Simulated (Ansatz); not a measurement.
hcp Tc, treated with PBEsol (Ansatz, a quantum-chemistry and plane-wave program, PAW).

Numerical settings: plane-wave cutoff 520 eV, 18×18×12 k mesh (along the axes of the cell as run), Fermi–Dirac smearing 0.1 eV, perturbation theory, no spin polarisation, scalar-relativistic PAW data made under PBE.

The cell has the measured lattice parameters. Conventional cell: a = 2.7412 Å, b = 2.7412 Å, c = 4.3990 Å, α = 90.00°, β = 90.00°, γ = 120.00°.

```cif
data_Tc2
_chemical_formula_sum 'Tc2'
_space_group_name_H-M_alt 'P 1'
_space_group_IT_number 1
_cell_length_a 2.74120
_cell_length_b 2.74120
_cell_length_c 4.39900
_cell_angle_alpha 90.000
_cell_angle_beta 90.000
_cell_angle_gamma 120.000
loop_
_space_group_symop_operation_xyz
  'x, y, z'
loop_
_atom_site_label
_atom_site_type_symbol
_atom_site_fract_x
_atom_site_fract_y
_atom_site_fract_z
_atom_site_occupancy
Tc1 Tc 0.66667 0.33333 0.75000 1
Tc2 Tc 0.33333 0.66667 0.25000 1
```

Harmonic phonon frequencies (cm⁻¹; i marks an imaginary mode):

| q point | frequencies |
|---|---|
| Γ | 0 0 0 65 138 138 |
| M | 115 130 147 195 222 232 |
| K | (withheld) |
| A | 99 99 99 99 201 201 |
| L | 117 117 140 140 208 208 |
| H | 54 54 187 187 216 216 |

Problem. Fill in the missing entries.

Solution. 
- K, frequencies: 163 179 181 181 219 219

No imaginary mode appears at these points.

Note: the cell isn't this level's own, so it is under some stress, which shifts stiffness and frequencies.
